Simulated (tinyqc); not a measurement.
RHF in the sto-3g basis, for H2O, spin multiplicity 1, step by step. One step of it, computed by the program tinyqc.

Task: Iteration 2: diagonalisation and new density. Diagonalise F' = X^T F X, C = X C', fill 5 alpha and 5 beta electrons from the bottom; D = 2 C_occ C_occ^T. Each column has its largest component positive (the first on a tie).

extrapolated F (hartree), order 1O 1s, 1O 2s, 1O 2px, 1O 2py, 1O 2pz, 2H 1s, 3H 1s:
```
[[-19.786419, -5.067221, -0.000081, 0.002796, -0.017625, -0.676444, -0.638987],
 [-5.067221, -2.180725, -0.000641, -0.025896, -0.092236, -0.629093, -0.603803],
 [-0.000081, -0.000641, -0.134247, 0.020488, 0.004438, -0.016551, 0.009638],
 [0.002796, -0.025896, 0.020488, -0.060408, -0.048943, -0.277549, 0.307052],
 [-0.017625, -0.092236, 0.004438, -0.048943, -0.059466, -0.298338, -0.267428],
 [-0.676444, -0.629093, -0.016551, -0.277549, -0.298338, -0.282283, -0.181057],
 [-0.638987, -0.603803, 0.009638, 0.307052, -0.267428, -0.181057, -0.259874]]
```

X, order 1O 1s, 1O 2s, 1O 2px, 1O 2py, 1O 2pz, 2H 1s, 3H 1s:
```
[[1.023247, -0.133129, 0.000000, -0.000278, -0.005847, 0.017047, 0.016357],
 [-0.133129, 1.115829, 0.000000, 0.003019, 0.052820, -0.186770, -0.176213],
 [0.000000, 0.000000, 1.000000, 0.000000, 0.000000, 0.000000, 0.000000],
 [-0.000278, 0.003019, 0.000000, 1.051636, 0.001532, -0.146147, 0.140524],
 [-0.005847, 0.052820, 0.000000, 0.001532, 1.029710, -0.105016, -0.099983],
 [0.017047, -0.186770, 0.000000, -0.146147, -0.105016, 1.095210, -0.050469],
 [0.016357, -0.176213, 0.000000, 0.140524, -0.099983, -0.050469, 1.087492]]
```

Give: F' = X^T F X; orbital energies; coefficients C; D after iteration 2.

Result:

F' = X^T F X (hartree):
```
[[-19.4147, -2.6595, -0.0002, 0.0062, -0.0379, -0.0592, -0.0510],
 [-2.6595, -1.1543, 0.0010, -0.0339, 0.0432, -0.3240, -0.3194],
 [-0.0002, 0.0010, -0.1342, 0.0253, 0.0053, -0.0220, 0.0139],
 [0.0062, -0.0339, 0.0253, 0.1053, -0.0504, -0.3137, 0.3639],
 [-0.0379, 0.0432, 0.0053, -0.0504, 0.0452, -0.2855, -0.2638],
 [-0.0592, -0.3240, -0.0220, -0.3137, -0.2855, 0.0038, -0.0611],
 [-0.0510, -0.3194, 0.0139, 0.3639, -0.2638, -0.0611, 0.0172]]
```

orbital energies (hartree): [-19.7953, -0.9987, -0.3948, -0.2614, -0.1362, 0.4662, 0.5883]

coefficients C, order 1O 1s, 1O 2s, 1O 2px, 1O 2py, 1O 2pz, 2H 1s, 3H 1s:
```
[[0.9943, -0.2361, 0.0135, 0.1117, 0.0018, 0.0834, 0.0375],
 [0.0242, 0.8750, -0.0555, -0.5409, -0.0100, -0.4774, -0.2041],
 [0.0000, 0.0010, 0.0001, -0.0015, 0.9985, -0.0351, 0.0414],
 [0.0000, 0.0253, 0.5819, -0.0679, -0.0461, -0.3200, 0.8359],
 [0.0024, 0.1159, 0.1077, 0.6571, -0.0124, -0.7327, -0.3007],
 [-0.0041, 0.1724, 0.4741, 0.3556, 0.0457, 0.8722, -0.3547],
 [-0.0039, 0.1573, -0.4792, 0.4379, -0.0240, 0.2955, 0.8439]]
```

D after iteration 2, order 1O 1s, 1O 2s, 1O 2px, 1O 2py, 1O 2pz, 2H 1s, 3H 1s:
```
[[2.1140, -0.4874, 0.0028, -0.0116, 0.0998, 0.0028, 0.0029],
 [-0.4874, 2.1239, -0.0166, 0.0541, -0.5196, -0.1366, -0.1450],
 [0.0028, -0.0166, 1.9941, -0.0917, -0.0266, 0.0907, -0.0491],
 [-0.0116, 0.0541, -0.0917, 0.6920, 0.0431, 0.5080, -0.6071],
 [0.0998, -0.5196, -0.0266, 0.0431, 0.9139, 0.6082, 0.5094],
 [0.0028, -0.1366, 0.0907, 0.5080, 0.6082, 0.7661, -0.0909],
 [0.0029, -0.1450, -0.0491, -0.6071, 0.5094, -0.0909, 0.8936]]
```
